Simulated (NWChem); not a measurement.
sulfur dioxide (SO2); SMILES O=S=O

All runs: NWChem. Pople sets run with spherical d functions. STO-3G and 3-21G are far too small for this property and stand as cheap habits. Geometry: optimised at PBE0/def2-SVP. Vertical excitations in the gas phase; the lowest state need not have the same character in each row.

| level | basis functions | lowest excitation, singlet (eV) | oscillator strength of that lowest state | lowest state with f > 0.02, singlet (eV) | oscillator strength of that bright state | orbital gap (eV) | relative time |
|---|---|---|---|---|---|---|---|
| PBE0/3-21G, TDA | 31 | 3.27 | 0.007 | 6.59 | 0.061 | 5.28 | 1 |
| PBE0/6-31G*, TDA | 46 | 4.05 | 0.009 | 6.75 | 0.067 | 5.93 | 3 |
| PBE0/6-31+G*, TDA | 58 | 4.03 | 0.008 | 6.59 | 0.078 | 5.86 | 6 |
| PBE0/def2-SVP, TDA | 46 | 4.00 | 0.009 | 6.77 | 0.073 | 5.88 | 2 |
| PBE0/def2-SVPD, TDA | 73 | 4.04 | 0.007 | 6.60 | 0.071 | 5.87 | 8 |
| PBE0/def2-TZVP, TDA | 99 | 4.16 | 0.008 | 6.62 | 0.070 | 5.99 | 20 |
| PBE0/aug-cc-pVDZ, TDA | 73 | 3.96 | 0.007 | 6.56 | 0.071 | 5.80 | 10 |
| PBE0/def2-TZVPD, TDA | 126 | 4.17 | 0.008 | 6.54 | 0.064 | 5.98 | 40 |

The last column is a rough cost ratio, cheapest run = 1.
